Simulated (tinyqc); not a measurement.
Orbital energy against energy difference: ionisation energy by orbital energies and by energy differences in the 6-31g* basis, for H2O, spin multiplicity 1. Computed by the program tinyqc with PySCF. The cation is unrestricted; errors are against CCSD(T) in this basis, not against experiment.

Geometry (angstrom):
```
atom       x        y       z
O     0.0000   0.0000  0.0000
H     0.0000   0.6660  0.6530
H     0.0000  -0.6660  0.6530
```

CCSD(T) difference in the same basis = 12.2191 eV

IP-EOM-CCSD = 12.0438 eV

First vertical ionisation energy (eV):
```
method     -e(HOMO)  E(cation) - E  error of -e(HOMO)  error of the difference
HF           13.722       11.07340              1.503                   -1.146
LDA           6.433       12.90794             -5.786                    0.689
B3LYP         8.079       12.61344             -4.140                    0.394
PBE0          8.447       12.49416             -3.772                    0.275
CAM-B3LYP     9.973       12.60643             -2.246                    0.387
LC-wPBE      11.424       12.64565             -0.795                    0.427
```

Estimate the missing row, method = PBE.

Computed row:
```
method  -e(HOMO)  E(cation) - E  error of -e(HOMO)  error of the difference
PBE        6.342       12.56516             -5.877                    0.346
```

Koopmans errs by +1.50 eV and Delta-HF by -1.15 eV: relaxation, 2.65 eV, lowers the value and the missing correlation difference works against it. The PBE level is off by -5.9 eV through the wrong tail of its potential, though its energy difference is off by +0.35 eV; exact exchange deepens the level, and among the orbital energies LC-wPBE comes closest; among the differences PBE0 does.
